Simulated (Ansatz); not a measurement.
Molecule (SMILES): P (PH3).
Geometry (B3LYP-D3(BJ)/def2-TZVP, fixed):
```xyz
4

P      0.0029     0.0016     0.1282
H     -0.0038     1.1839    -0.6561
H      1.0120    -0.6137    -0.6568
H     -1.0521    -0.5944    -0.6098
```
Charge 0, spin multiplicity 1.

Basis-set convergence of the dipole moment at PBE0 with Ansatz (a quantum-chemistry and plane-wave program). Dipoles come from the density behind the forces; the sign is taken along the dipole that this method gives in the largest set. Cartesian d functions, on some or all atoms, in 6-31+G*, 6-31G**, 6-311G**; all else is spherical. The program fits the integrals of some runs and decomposes those of others, by size. No added dispersion term, no relativity. Reference: the value in aug-pcseg-3, 0.642 D, itself unsure by roughly 0.002 D (its mean distance from aug-cc-pV(Q+d)Z, def2-QZVPPD). Deviations are taken from unrounded values.

```json
[
 {"basis": "STO-3G", "functions": "12", "dipole moment (D)": "0.743", "minus reference (D)": "0.100"},
 {"basis": "6-31G", "functions": "19", "dipole moment (D)": "1.517", "minus reference (D)": "0.874"},
 {"basis": "def2-SV(P)", "functions": "24", "dipole moment (D)": "0.955", "minus reference (D)": "0.313"},
 {"basis": "6-31+G*", "functions": "29", "dipole moment (D)": "0.988", "minus reference (D)": "0.346"},
 {"basis": "def2-SVP", "functions": "33", "dipole moment (D)": "0.934", "minus reference (D)": "0.292"},
 {"basis": "pcseg-1", "functions": "33", "dipole moment (D)": "0.979", "minus reference (D)": "0.337"},
 {"basis": "6-31G**", "functions": "34", "dipole moment (D)": "1.051", "minus reference (D)": "0.408"},
 {"basis": "6-311G**", "functions": "45", "dipole moment (D)": "0.888", "minus reference (D)": "0.246"},
 {"basis": "def2-SVPD", "functions": "48", "dipole moment (D)": "0.681", "minus reference (D)": "0.038"},
 {"basis": "aug-pcseg-1", "functions": "54", "dipole moment (D)": "0.740", "minus reference (D)": "0.097"},
 {"basis": "def2-TZVP", "functions": "55", "dipole moment (D)": "0.704", "minus reference (D)": "0.061"},
 {"basis": "pcseg-2", "functions": "76", "dipole moment (D)": "0.796", "minus reference (D)": "0.154"},
 {"basis": "def2-TZVPP", "functions": "84", "dipole moment (D)": "0.690", "minus reference (D)": "0.048"},
 {"basis": "jun-cc-pV(T+d)Z", "functions": "90", "dipole moment (D)": "0.653", "minus reference (D)": "0.010"},
 {"basis": "aug-cc-pV(T+d)Z", "functions": "124", "dipole moment (D)": "0.649", "minus reference (D)": "0.007"},
 {"basis": "cc-pV(Q+d)Z", "functions": "154", "dipole moment (D)": "0.659", "minus reference (D)": "0.016"},
 {"basis": "pcseg-3", "functions": "163", "dipole moment (D)": "0.665", "minus reference (D)": "0.022"},
 {"basis": "aug-pcseg-3", "functions": "236", "dipole moment (D)": "0.642", "minus reference (D)": "0.000"}
]
```
